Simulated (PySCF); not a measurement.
Delta-SCF ions had no search for a lower state. Excitations are Tamm–Dancoff values on a coarser integration grid. The basis has no diffuse functions, so Rydberg states are missing or too high.

**C₂H₆, SMILES `CC` (charge 0, multiplicity 1)**

All values below come from PySCF 2.14.0 with ωB97X-D3(BJ)/def2-TZVP // PBE0-D3(BJ)/def2-TZVP.

```json
{
  "HOMO": "-12.17 eV",
  "dipole_moment": "0.00 D",
  "LUMO": "3.21 eV",
  "HOMO–LUMO gap": "15.38 eV",
  "S1 excitation (TDA)": "10.01 eV",
  "S1 oscillator strength": "0.000",
  "brightest of the four lowest singlets (TDA)": "11.23 eV",
  "T1 excitation (TDA)": "9.63 eV",
  "S1–T1 gap (TDA)": "0.37 eV",
  "vertical ionisation energy (Delta-SCF)": "12.50 eV",
  "adiabatic ionisation energy (no zero-point term)": "11.72 eV",
  "hole reorganisation energy (four-point)": "1.772 eV",
  "total_energy": "-79.9071 Ha",
  "cost": "around 100 core-seconds (rough)"
}
```

Bonded distances (Å): C1–C2 1.519, C1–H3 1.093, C1–H4 1.093, C1–H5 1.093, C2–H6 1.093, C2–H7 1.093, C2–H8 1.093. Bond angles (°): C2–C1–H3 111.4, C2–C1–H4 111.4, C2–C1–H5 111.4, H3–C1–H4 107.5, H3–C1–H5 107.5, H4–C1–H5 107.5, C1–C2–H6 111.4, C1–C2–H7 111.4, C1–C2–H8 111.4, H6–C2–H7 107.5, H6–C2–H8 107.5, H7–C2–H8 107.5.
